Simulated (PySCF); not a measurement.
**Static response to an electric field**

C₃H₄ClF.
SMILES with atom numbers: `[CH3:1]/[C:2]([Cl:3])=[CH:4]/[F:5]` (hydrogens: H6, H7, H8 on C1; H9 on C4)

Geometry (GFN2-xTB, Å), atoms numbered from 1 in this order:
```
atom  x, y, z in Å
C1    -1.1626    0.1557    0.0045
C2     0.3147    0.3313    0.0874
Cl3    0.8498    1.9276    0.4958
C4     1.1864   -0.6420   -0.1305
F5     2.5141   -0.4727   -0.0536
H6    -1.4091   -0.8690   -0.2576
H7    -1.6212    0.4022    0.9605
H8    -1.5744    0.8281   -0.7458
H9     0.9159   -1.6553   -0.3860
```

Level: PBE0/def2-SVPD (PySCF), static field, nuclei fixed, core orbitals frozen in the response. The polarisability tensor in these axes (au):

```
x   56.73 -3.34 -0.35
y   -3.34 60.83  5.45
z   -0.35  5.45 39.76
```

**Question.** Give the principal values, the mean and the anisotropy Δα = √{½[(α1 − α2)² + (α2 − α3)² + (α1 − α3)²]}.

**Answer.** Principal values 38.42, 55.16 and 63.74 au; mean 52.44 au = 7.77 Å³ = 8.65 × 10⁻⁴⁰ C²·m²/J; Δα = 22.30 au (43 % of the mean).

**Question.** What is the dipole moment, and where does it point?

**Answer.** (-2.19, -1.44, -0.41) D, 2.66 D in size, pointing from the negative to the positive side. Measured along this direction, the outermost atoms are Cl3 and F5 at the negative end and H6 at the positive end.

**Question.** Directions of the eigenvectors, and the extent of the frame along each?

**Answer.** Largest value along (-0.43, 0.88, 0.21), where the nuclei span 3.36 Å; middle along (0.90, 0.41, 0.13), 3.73 Å; least along (-0.03, -0.24, 0.97), 1.76 Å. The strongest response doesn't lie along the longest of the three spans.

**Question.** Form Σ f/ω² (atomic units) for the 6 lowest TDDFT singlets, given as eV and f, and set it beside the mean polarisability, which is this sum over all singlets: 6.10, 0.0008; 6.90, 0.0009; 6.97, 0.3179; 7.54, 0.0000; 7.67, 0.0069; 7.84, 0.0126.

**Answer.** They add up to 5.11 au, 9.7 % of the 52.44 au; the largest single term is 4.84 au, from the state at 6.97 eV. Terms in order: 0.02, 0.01, 4.84, 0.00, 0.09, 0.15 au. Higher excitations give the rest. The strengths listed sum to 0.339.

**Question.** Estimate the molar refractivity from the static electronic polarisability.

**Answer.** Lorentz–Lorenz: R = (4π/3)N_A α = 2.5225 cm³/(mol·Å³) × 7.77 Å³ = 19.6 cm³/mol, in the limit of long wavelengths.

**Question.** Orientational against electronic polarisability at 350 K (dilute gas, rigid molecules)?

**Answer.** In Gaussian units μ²/3kT = 48.66 Å³ against 7.77 Å³, a ratio of 6.26; the Debye molar polarisation (4π/3)N_A(α + μ²/3kT) is 142.4 cm³/mol, leaving out the vibrational part.

Geometry: GFN2-xTB; no solvent, vibrations or thermal averaging.

The run behind these numbers computed excited states as well. Time: 11 s wall; peak memory 0.58 GiB. Hardware: an Arm Neoverse V2 with one thread (shared host).
